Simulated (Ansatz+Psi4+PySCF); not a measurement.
# doublet CF₃: levels of theory in one basis

```yaml
atoms:
  - { symbol: C, position_ang: [-0.0051, 0.0191, 0.3439] }
  - { symbol: F, position_ang: [0.0086, 1.2401, -0.1292] }
  - { symbol: F, position_ang: [1.0871, -0.6101, -0.1230] }
  - { symbol: F, position_ang: [-1.0813, -0.6472, -0.1294] }
```

Basis set: cc-pVTZ (spherical functions). Left uncorrelated: 4 orbitals. Correlation on ROHF uses semicanonical orbitals with singles. Charge 0, multiplicity 2.

Computed with Ansatz (development build ahead of 0.2.0) and Psi4 1.11; each method stands on the lowest determinant of its kind that the runs found.

```
method  E − E(ROHF) (eV)  <S²> of the determinant
  ROHF              0.00                     0.75
   UHF             -0.06                     0.75
```

Task: What does ROHF-MP2 give on the same scale?

Result: -24.01 eV.
